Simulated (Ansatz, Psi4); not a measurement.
# From Psi4 to Ansatz

This Psi4 1.11 job computes COF2 (SMILES O=C(F)F):

cf2o.json:
```json
{
 "schema_name": "qcschema_input",
 "schema_version": 1,
 "molecule": {
  "schema_name": "qcschema_molecule",
  "schema_version": 2,
  "symbols": ["O", "C", "F", "F"],
  "geometry": [-2.34828707, -0.29744289, 0.29084775, -0.17353355, -0.02197751, 0.02148619, 1.59774454, -1.5621799, 0.80250999, 0.92405718, 1.8816003, -1.11486282],
  "molecular_charge": 0,
  "molecular_multiplicity": 1,
  "fix_symmetry": "c1",
  "fix_com": true,
  "fix_orientation": true
 },
 "driver": "energy",
 "model": {
  "method": "b2plyp",
  "basis": "aug-cc-pVDZ"
 },
 "keywords": {
  "puream": true,
  "e_convergence": 1e-09,
  "d_convergence": 1e-08,
  "scf_type": "pk",
  "dft_radial_points": 99,
  "dft_spherical_points": 590,
  "num_frozen_docc": 4
 }
}
```

```bash
$ psi4 --qcschema cf2o.json -n 1 --memory 2200MB
```

The coordinates come from a PBE0-D4/def2-TZVP relaxation.

It gives a total energy of -312.836855 Eh.

Translate the job to Ansatz 0.2.0 as an input file of the program's own.

For example:

in.yaml:
```yaml
crystal:
  periodic: [false, false, false]
  atoms:
    - {symbol: O, position_ang: [-1.242660, -0.157400, 0.153910]}
    - {symbol: C, position_ang: [-0.091830, -0.011630, 0.011370]}
    - {symbol: F, position_ang: [0.845490, -0.826670, 0.424670]}
    - {symbol: F, position_ang: [0.488990, 0.995700, -0.589960]}
basis:
  gaussian: {orbitals: aug-cc-pVDZ}
accuracy: high
hamiltonian: {xc: {name: B2PLYP}}
correlation: {frozen_orbitals: {C: 1, F: 1, O: 1}}
output: {orbitals: {seedname: orbitals}}
```

```bash
$ ansatz run in.yaml --threads 1 --pin off --max-ram 3480MiB --events-out events.jsonl --progress --plain --runs-dir runs
```

Its energy is -312.836804 Eh, 0.051 mEh from the first; the programs' integration grids differ.
